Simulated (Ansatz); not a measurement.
A calculation with Ansatz (development build ahead of 0.2.0).

```yaml
crystal:
  periodic: [false, false, false]
  atoms:
    - { symbol: B, position_ang: [0.0, 0.0, -0.22542] }
    - { symbol: H, position_ang: [0.0, 0.0, 1.12712] }
basis:
  gaussian: { orbitals: cc-pVDZ }
hamiltonian:
  xc: hf
correlation:
  method: mp2
  frozen_orbitals: { B: 1, H: 0 }
```

The input is written out in the form of the current development build from the run's settings.

Results

| Property | Result |
| --- | --- |
| Converged | yes |
| Reference energy | -25.12097 hartree |
| Correlation energy | -0.06152 hartree |
| Total energy | -25.18249 hartree |
| Spin squared of the determinant | 0.000 |
